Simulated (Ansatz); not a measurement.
# HF with CH₂O: structure and interaction energy

An exercise on one series of results from a longer session: the logs are not shown, and one member is left open.

Method: PBE0-D4 structure, single points in def2-TZVPPD; program: Ansatz 0.2.0, Gaussian basis.

Levels: PBE-D4, revPBE-D4, BLYP-D4, r2SCAN-D4, B97M-V, PBE0-D4, B3LYP-D4, HSE06-D4, wB97X-V, wB97M-V, B2PLYP, Hartree-Fock, MP2, CCSD, CCSD(T). The reference is CCSD(T) extrapolated to the basis limit.

Cores are frozen in the correlated methods. B3LYP uses VWN-RPA correlation. B2PLYP carries no dispersion term here.

176 further runs of the same task are left out: 176 set aside as unsound or not needed.

## The starting structure

The pair, from a GFN2-xTB docking trial: 6 atoms, charge 0, spin multiplicity 1.

Atoms are counted from 1 here; the program's logs count them from 0.

Bond lengths: F1–H2 0.953 Å, C3–O4 1.197 Å, C3–H5 1.098 Å, C3–H6 1.099 Å. Angles: O4–C3–H5 122.0°, O4–C3–H6 122.5°, H5–C3–H6 115.5°.

As a file:

```xyz
6
charge 0, multiplicity 1
F     0.1472    0.5196   -2.2461
H     0.3384   -0.0329   -1.4933
C    -0.1248   -0.1182    0.9386
O     0.4307   -0.6820    0.0403
H    -0.1012   -0.4995    1.9680
H    -0.6902    0.8130    0.7925
```

Atoms 1 to 2 are fragment A (HF), the rest fragment B (CH₂O).

The first run:

Contents of pre/in.yaml:

```yaml
crystal:
  periodic: [false, false, false]
  atoms:
    - {symbol: F, position_ang: [0.147200, 0.519600, -2.246100]}
    - {symbol: H, position_ang: [0.338400, -0.032900, -1.493300]}
    - {symbol: C, position_ang: [-0.124800, -0.118200, 0.938600]}
    - {symbol: O, position_ang: [0.430700, -0.682000, 0.040300]}
    - {symbol: H, position_ang: [-0.101200, -0.499500, 1.968000]}
    - {symbol: H, position_ang: [-0.690200, 0.813000, 0.792500]}
basis:
  gaussian: {orbitals: def2-SVP}
hamiltonian: {xc: pbe, dispersion: d4}
relax: {f_tol: 0.03, max_steps: 250}
```

Launch:

```sh
$ ansatz run in.yaml --threads 2 --pin off --events-out ev --progress --plain --max-ram 5222MiB
```

Among the steps run: A first relaxation in a small basis; Relaxation at PBE0-D4; PBE-D4/def2-TZVPPD; r2SCAN-D4/def2-TZVPPD; PBE0-D4/def2-TZVPPD; B3LYP-D4/def2-TZVPPD; wB97X-V/def2-TZVPPD; wB97M-V/def2-TZVPPD; B2PLYP/def2-TZVPPD; BLYP-D4/def2-TZVPPD; revPBE-D4/def2-TZVPPD; B97M-V/def2-TZVPPD; HSE06-D4/def2-TZVPPD; CCSD(T)/def2-TZVPPD; MP2/def2-QZVPPD; Vibrations of the pair.

One of the session's tables, all rows but one given; the rest of the session is left out.

```
      method  interaction (meV)
      PBE-D4               -387
   revPBE-D4               -332
     BLYP-D4               -358
   r2SCAN-D4               -401
      B97M-V               -366
     PBE0-D4               -397
    B3LYP-D4               -385
    HSE06-D4               -395
     wB97X-V                  ?
     wB97M-V               -377
      B2PLYP               -356
Hartree-Fock               -316
         MP2               -337
        CCSD               -329
     CCSD(T)               -339
 CCSD(T)/CBS               -366
```

Q: Estimate the row for wB97X-V from the others.

**Answer.** interaction (meV): -384. In the column «interaction (meV)» it lies between B3LYP-D4 (-385) and wB97M-V (-377).
